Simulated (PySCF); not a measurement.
Cl (SMILES [Cl+]), charge +1, triplet; PySCF with MP2/cc-pVDZ.

PySCF was given this input:
```python
from pyscf import gto, scf, mp

mol = gto.M(
    atom='''
Cl    0.00000000    0.00000000    0.00000000
''',
    basis='cc-pvdz',
    charge=1,
    spin=2,
    verbose=4,
)

mf = scf.UHF(mol)
mf.kernel()

pt = mp.MP2(mf)
pt.kernel()
print('E(MP2) = %.10f' % pt.e_tot)
mf.analyze()
```

What the program printed (banner, timings and long lists left out):

```
PySCF version 2.14.0

[INPUT] verbose = 4
[INPUT] num. atoms = 1
[INPUT] num. electrons = 16
[INPUT] charge = 1
[INPUT] spin (= nelec alpha-beta = 2S) = 2
[INPUT] symmetry False subgroup None
[INPUT] Mole.unit = angstrom
[INPUT] Symbol           X                Y                Z      unit          X                Y                Z       unit  Magmom
[...]
nuclear repulsion = 0
number of shells = 5
number of NR pGTOs = 41
number of NR cGTOs = 18
basis = cc-pvdz
ecp = {}

******** <class 'pyscf.scf.uhf.UHF'> ********
method = UHF
initial guess = minao
damping factor = 0
level_shift factor = 0
DIIS = <class 'pyscf.scf.diis.CDIIS'>
diis_start_cycle = 1
diis_space = 8
diis_damp = 0
SCF conv_tol = 1e-09
SCF conv_tol_grad = None
SCF max_cycles = 50
direct_scf = True
direct_scf_tol = 1e-13
number electrons alpha = 9  beta = 7
Set gradient conv threshold to 3.16228e-05
init E= -459.252878073821

cycle= 1 E= -458.982530746484  delta_E= 0.27  |g|= 0.28  |ddm|= 0.763
cycle= 2 E= -459.035705794778  delta_E= -0.0532  |g|= 0.0497  |ddm|= 0.399
cycle= 3 E= -459.036813245491  delta_E= -0.00111  |g|= 0.0128  |ddm|= 0.0468
cycle= 4 E= -459.036953400091  delta_E= -0.00014  |g|= 0.0024  |ddm|= 0.0195
cycle= 5 E= -459.036958936589  delta_E= -5.54e-06  |g|= 0.000315  |ddm|= 0.00484
cycle= 6 E= -459.036959046295  delta_E= -1.1e-07  |g|= 5.87e-05  |ddm|= 0.000666
cycle= 7 E= -459.036959050317  delta_E= -4.02e-09  |g|= 7.31e-06  |ddm|= 0.000131
cycle= 8 E= -459.036959050379  delta_E= -6.25e-11  |g|= 6.53e-07  |ddm|= 1.64e-05
Extra cycle  E= -459.03695905038  delta_E= -2.27e-13  |g|= 2.13e-07  |ddm|= 9.44e-07
converged SCF energy = -459.03695905038  <S^2> = 2.0066538  2S+1 = 3.0044326

******** <class 'pyscf.mp.ump2.UMP2'> ********
nocc = (np.int64(9), np.int64(7)), nmo = (18, 18)
E(UMP2) = -459.129916220995  E_corr = -0.0929571706148576
E(SCS-UMP2) = -459.128369317505  E_corr = -0.0914102671252691
E_corr(same-spin) = -0.0232365433991077
E_corr(oppo-spin) = -0.0697206272157499
E(MP2) = -459.1299162210
**** SCF Summaries ****
Total Energy =                        -459.036959050379721
Nuclear Repulsion Energy =               0.000000000000000
One-electron Energy =                 -627.248667475132152
Two-electron Energy =                  168.211708424752430
Two-electron Coulomb Energy =          195.462836279916047
DFT Exchange-Correlation Energy =      -27.251127855163617
**** MO energy ****
                             alpha | beta                alpha | beta
[...]
To work with the spin densities directly, `use mulliken_meta_spin()` only printing them here.

 ** Mulliken spin pop alpha/beta on meta-lowdin orthogonal AOs **
 ** Mulliken Spin Density (per AO)  **
spin_pop of  0 Cl 1s       -0.00000
spin_pop of  0 Cl 2s       -0.00001
spin_pop of  0 Cl 3s       -0.00052
spin_pop of  0 Cl 4s        0.00122
spin_pop of  0 Cl 2px       0.00001
spin_pop of  0 Cl 2py       0.00001
spin_pop of  0 Cl 2pz       0.00001
spin_pop of  0 Cl 3px       0.95676
spin_pop of  0 Cl 3py       0.54753
spin_pop of  0 Cl 3pz       0.47217
spin_pop of  0 Cl 4px       0.01025
spin_pop of  0 Cl 4py       0.00694
spin_pop of  0 Cl 4pz       0.00633
spin_pop of  0 Cl 3dxy     -0.00003
spin_pop of  0 Cl 3dyz     -0.00048
spin_pop of  0 Cl 3dz^2    -0.00005
spin_pop of  0 Cl 3dxz     -0.00004
spin_pop of  0 Cl 3dx2-y2   -0.00009
 ** Mulliken Spin Density (per atom)  **
spin density of  0 Cl =      2.00000
 ** Mulliken pop alpha/beta on meta-lowdin orthogonal AOs **
 ** Mulliken pop       alpha | beta **
[...]
In total             9.00000 | 7.00000
 ** Mulliken atomic charges   ( Nelec_alpha | Nelec_beta ) **
charge of  0Cl =      1.00000  (     9.00000      7.00000 )

WARN: System has nonzero charge 1; the dipole moment is origin-dependent.
Location of origin: [0. 0. 0.]

Dipole moment(X, Y, Z, Debye): -0.00000,  0.00000,  0.00000
```
